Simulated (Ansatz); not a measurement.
Several settings on one geometry of Si2Cl (the lowest doublet isomer of a short search) (that of the charge 0 doublet, r2SCAN-D4/def2-TZVP). Ansatz on 4 threads of Arm Neoverse V1 on a shared host; times are rough.

```tsv
atom	x (Å)	y (Å)	z (Å)
Si1	-0.0022	0.0056	-0.0314
Si2	0.1212	-0.3774	2.0669
Cl3	-0.1190	0.3718	-2.0355
```

Totals from different functionals, basis sets or treatments of relativity can't be compared as stabilities.

DK, ANO-RCC and x2c sets are all-electron and run with scalar relativity unless a key says otherwise. HSE06 is defined as in plane-wave codes, on full-range PBE exchange. Correlated methods freeze 15 core orbitals.

The spins typed aren't always the lowest for that charge.

Problem. Give the basis size and estimate the energy, ⟨S²⟩, dipole and time of these runs.

```json
{"run": "1", "method": "UKS HSE06, rpa/def2-TZVP", "charge": "0", "state": "doublet", "further keys": "final_grid: {core_spheres: 20, valence_spheres: 16, degree: 47}; electrons: outside_noble_gas"}
{"run": "2", "method": "UKS revPBE0-D3(BJ)/def2-TZVP", "charge": "0", "state": "doublet", "further keys": "scf: {omitted_lower_state_checks: [starts]}; forces asked"}
{"run": "3", "method": "UKS BHLYP-D4/ANO-RCC-VTZP", "charge": "0", "state": "quartet", "further keys": "nuclear_model: gaussian; forces asked"}
```

Solution. 
```json
{"run": "1", "functions": "111", "energy (Eh)": "-1037.8966", "⟨S²⟩": "0.76", "dipole (D)": "–", "wall time": "27 s"}
{"run": "2", "functions": "111", "energy (Eh)": "-1038.9647", "⟨S²⟩": "0.76", "dipole (D)": "0.36", "wall time": "13 s"}
{"run": "3", "functions": "102", "energy (Eh)": "-1041.7341", "⟨S²⟩": "3.75", "dipole (D)": "1.12", "wall time": "9 s"}
```
